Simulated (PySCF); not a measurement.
First SCF of a structure search on singlet HS(OH), at a hand-made linear (heavy-atom frame) geometry. PySCF input:

```python
from pyscf import gto, scf, dft
mol = gto.M(atom='''
S      0.000000     0.000000     0.000000
H      0.000000     0.000000     1.350000
O      0.000000     0.000000    -1.660000
H      0.735400     0.000000    -2.277100''',
    basis={'S': 'def2-TZVP', 'H': 'def2-TZVP', 'O': 'def2-TZVP'},
    charge=0, spin=0)
mf = dft.RKS(mol, xc='PBE0')
mf.grids.atom_grid = (50, 194)
aux = {'S': 'def2-universal-JKFIT', 'H': 'def2-universal-JKFIT', 'O': 'def2-universal-JKFIT'}
mf = mf.density_fit(auxbasis=aux)
mf.conv_tol = 1e-08
mf.diis_space = 10
mf.max_cycle = 60
mf.init_guess = 'minao'
mf.verbose = 4
mf.kernel()
```

Excerpt of the output (cycles and frontier levels):

```
init E= -474.504585079682
  HOMO = -0.259877545374674  LUMO = -0.237440357149481  gap/eV = 0.61055
cycle= 1 E= -474.175784148684  delta_E= 0.329  |g|= 0.503  |ddm|= 1.61
  HOMO = -0.185303736221224  LUMO = -0.147324538963279  gap/eV = 1.03347
cycle= 2 E= -474.063679290512  delta_E= 0.112  |g|= 0.887  |ddm|= 0.914
  HOMO = -0.221977314852298  LUMO = -0.179203549024294  gap/eV = 1.16393
cycle= 3 E= -474.226915520053  delta_E= -0.163  |g|= 0.133  |ddm|= 0.609
  HOMO = -0.238612510173963  LUMO = -0.182807568545236  gap/eV = 1.51853
cycle= 4 E= -474.23098061222  delta_E= -0.00407  |g|= 0.0346  |ddm|= 0.134
  HOMO = -0.234405323499615  LUMO = -0.179037497734676  gap/eV = 1.50664
cycle= 5 E= -474.231224142713  delta_E= -0.000244  |g|= 0.00356  |ddm|= 0.0288
  HOMO = -0.234404719808418  LUMO = -0.178780011478821  gap/eV = 1.51363
cycle= 6 E= -474.231239595425  delta_E= -1.55e-05  |g|= 0.00359  |ddm|= 0.0234
  HOMO = -0.234506431226232  LUMO = -0.178897833945861  gap/eV = 1.51319
cycle= 7 E= -474.231243656044  delta_E= -4.06e-06  |g|= 0.00222  |ddm|= 0.00452
  HOMO = -0.234450031160489  LUMO = -0.178887877147716  gap/eV = 1.51192
cycle= 8 E= -474.231248811928  delta_E= -5.16e-06  |g|= 0.00187  |ddm|= 0.0155
  HOMO = -0.234556245986219  LUMO = -0.178985914369086  gap/eV = 1.51215
cycle= 9 E= -474.231251144849  delta_E= -2.33e-06  |g|= 0.000397  |ddm|= 0.0107
  HOMO = -0.23458356113693  LUMO = -0.179021632499868  gap/eV = 1.51192
cycle= 10 E= -474.231251309249  delta_E= -1.64e-07  |g|= 4.4e-05  |ddm|= 0.00392
  HOMO = -0.234581413527429  LUMO = -0.179020349403913  gap/eV = 1.51189
cycle= 11 E= -474.231251310535  delta_E= -1.29e-09  |g|= 1.05e-05  |ddm|= 0.000335
  HOMO = -0.234582697419674  LUMO = -0.179022462845062  gap/eV = 1.51187
Extra cycle  E= -474.231251310537  delta_E= -2.05e-12  |g|= 1.04e-05  |ddm|= 1.61e-05
converged SCF energy = -474.231251310537
```

No lower solution of this spin was found from smeared starts or by a stability analysis within the restricted form, which does not test spin polarisation.

The search for the lowest solution, 3 starts and the stability check together, took 6.7 s on 2 threads of a shared Arm Neoverse V1 host, with 80 basis functions; the process peaked at 0.39 GiB.
